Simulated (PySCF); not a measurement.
## Exercise with solution: chemical shift, span and skew from a shielding tensor

phenol (C₆H₆O), SMILES Oc1ccccc1. Atoms are numbered in the order given.

```xyz
13

O      0.1117     2.3057     0.0000
C      0.0273     0.9473     0.0000
C      1.2277     0.2201     0.0000
C      1.1910    -1.1747     0.0000
C     -0.0304    -1.8605     0.0000
C     -1.2227    -1.1308     0.0000
C     -1.1999     0.2673     0.0000
H     -0.7841     2.6749     0.0000
H      2.1725     0.7664     0.0000
H      2.1303    -1.7331     0.0000
H     -0.0513    -2.9520     0.0000
H     -2.1844    -1.6494     0.0000
H     -2.1357     0.8353     0.0000
```

The structure is a stationary point at TPSSh-D3(BJ)/def2-SVP. One conformer was computed; it need not be the lowest.

GIAO shieldings from HF/pcSseg-1 in PySCF, non-relativistic, no solvent. The symmetric part of the tensor of C3 has the principal values -27.6, 57.8, 174.9 ppm. The same nucleus in TMS has σ = 192.6 ppm at this level (PySCF, at its B3LYP-D3(BJ)/def2-TZVP geometry).

Task: Work out the isotropic shielding, the ¹³C shift against TMS, the span and the skew.

Result: 
σ(iso) = (σ11 + σ22 + σ33)/3 = 68.4 ppm. δ = σ(ref) − σ(iso) = 192.6 − (68.4) = 124.2 ppm.
Span Ω = σ33 − σ11 = 202.5 ppm. Skew κ = 3(σ(iso) − σ22)/Ω = 0.16. Tumbling in solution averages the tensor to δ; in a static solid the shielding alone would spread this spin-1/2 line over Ω.
